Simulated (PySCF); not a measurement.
**NaS⁺: energy against distance**

Set-up: PySCF, no relativity, basis sets Na pcseg-2, S pcseg-2. Energies in eV from Na⁺ + S in their ground configurations at the same level. State: ³Σ⁻ (triplet), unpaired electrons π ↑↑.

```tsv
R (Å)	HSE06	PBE0	UHF-CCSD(T)	MN15
2.464	-0.3149	-0.3146		-0.2181
2.579	-0.4363	-0.4356	-0.4263	-0.3455
2.693	-0.4996	-0.4984	-0.4908	-0.4162
2.779	-0.5205	-0.5190	-0.5107	-0.4435
2.865	-0.5252	-0.5235	-0.5136	-0.4549
2.951	-0.5183	-0.5163	-0.5043	-0.4545
3.066	-0.4966	-0.4945	-0.4795	-0.4415
3.209	-0.4580	-0.4559	-0.4377	-0.4128
3.381	-0.4049	-0.4030	-0.3825	-0.3694
3.610	-0.3349	-0.3336		-0.3089
```

Problem. Put a parabola through the three lowest points of the HSE06 curve and estimate Re, k and ωe (reduced mass 13.37 u; 1 eV/Å² = 0.16022 mdyn/Å; ωe = 1302.8·√(k/μ) cm⁻¹).

Solution. Through R = 2.779, 2.865, 2.951 Å the second-order coefficient is 0.784 eV/Å², so Re ≈ 2.857 Å, k ≈ 0.251 mdyn/Å and ωe ≈ 179 cm⁻¹. A polynomial fit of higher order to the unrounded HSE06 energies gives Re = 2.852 Å, k = 0.265 mdyn/Å, ωe = 183 cm⁻¹; anharmonicity and rounding make the difference.

The higher-order fit for each curve: HSE06: Re = 2.852 Å, ωe = 183 cm⁻¹, De = 0.53 eV; PBE0: Re = 2.851 Å, ωe = 183 cm⁻¹, De = 0.52 eV; UHF-CCSD(T): Re = 2.838 Å, ωe = 192 cm⁻¹, De = 0.51 eV; MN15: Re = 2.904 Å, ωe = 166 cm⁻¹, De = 0.456 eV.

Correlated steps freeze 6 core orbitals. For an ion De counts to the pair picked by the measured ionisation energies or electron affinities, which need not be the lowest pair at this level. The state is the lowest determinant that a PBE0 search found; another state may lie lower at other levels.
